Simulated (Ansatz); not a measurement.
The input, for Ansatz 0.2.0:

```yaml
crystal:
  periodic: [false, false, false]
  atoms:
    - {symbol: O, position_ang: [0.000000, 0.000000, 0.000000]}
    - {symbol: C, position_ang: [0.000000, 0.000000, 1.157400]}
basis:
  gaussian: {orbitals: aug-cc-pVTZ}
hamiltonian: {xc: {name: wB97M-V}}
output: {orbitals: {seedname: orbitals}}
```

```sh
$ ansatz run in.yaml --threads 1 --pin off --events-out ev --progress --plain --max-ram 2816MiB --backend cpu
```

(1) Roughly how long does this take on 1 thread of AMD EPYC 7R13, shared host, and how much host memory?

```
  # Of w^i u^j: cxij and so on, Table III.
  gx(w, u) = 1 - cx + cx01*u + cx10*w
  gss(w, u) = css00 + css04*u^4 + css10*w + css20*w^2 + css43*w^4*u^3
  gos(w, u) = cos00 + cos10*w + (cos20 + cos21*u)*w^2 + (cos60 + cos61*u)*w^6
      + integral(e_c_pw_mod_opposite_spin*gos(b97_w_opposite, b97_u_opposite)) + vv10(b, c)
416 factors; their error is unknown
111 factors; integrals over basis functions are off by at most 8.5e-5 eV
mean field evaluation 1: about -3082.1726 eV, gradient 3.4e1 eV
mean field evaluation 2: about -3080.0758 eV, gradient 5.0e1 eV
mean field evaluation 4: about -3083.9382 eV, gradient 6.7e-1 eV
mean field evaluation 8: about -3083.9332 eV, gradient 2.1e-3 eV
mean field -3083.93324167 eV, -113.3324562663 hartree, gradient 4.1e-5 eV, S^2 0.000000; 0 other end points of the search recorded, 0 dependent functions left out
reference -3083.93328832 eV, -113.3324579808 hartree; 7, 7 occupied and 85, 85 virtual orbitals, 416 factors
Total energy: -3083.93328832 eV, -113.3324579808 hartree
```

Answers

(1) 1.3 s wall and 0.18 GiB.
